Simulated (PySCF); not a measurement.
Species: C₃H₉P.
Bonds: C1–P2, P2–C3, P2–C4. Hydrogens: H5, H6, H7 on C1; H8, H9, H10 on C3; H11, H12, H13 on C4.

The closed-shell ground state was solved at several levels (PySCF, density fitting, gas phase, non-relativistic). Isolated species at its PBE0-D3(BJ)/def2-SVP geometry, gas phase.

```
        level  basis functions  HOMO (eV)  LUMO (eV)  gap (eV)  dipole (D)
 B3LYP/6-31G*               78      -5.96       1.82      7.78        1.35
B3LYP/cc-pVTZ              250      -6.16       0.85      7.01        1.14
```

Question: Estimate the row for B3LYP/def2-TZVP, a basis of 184 functions; the other rows only guide the guess.

Answer: HOMO -6.17 eV, LUMO 0.81 eV, gap 6.98 eV, dipole 1.16 D.

Question: Over all these levels, which gives the widest orbital gap and which the narrowest?

Answer: B3LYP/6-31G* has the widest, 7.78 eV, and B3LYP/def2-TZVP the narrowest, 6.98 eV. From the narrowest to the widest the HOMO moves by +0.21 eV and the LUMO by +1.01 eV.

Question: How much does the basis alone move the frontier levels among the 3 B3LYP rows (the withheld one included)?

Answer: The HOMO by 0.21 eV and the LUMO by 1.01 eV. By rising basis size (HOMO, LUMO in eV): 6-31G* -5.96, 1.82; def2-TZVP -6.17, 0.81; cc-pVTZ -6.16, 0.85.

Question: How far do the dipole and the HOMO energy spread over the levels?

Answer: The dipole runs from 1.14 to 1.35 D (mean 1.21 D) and the HOMO from -6.17 to -5.96 eV.
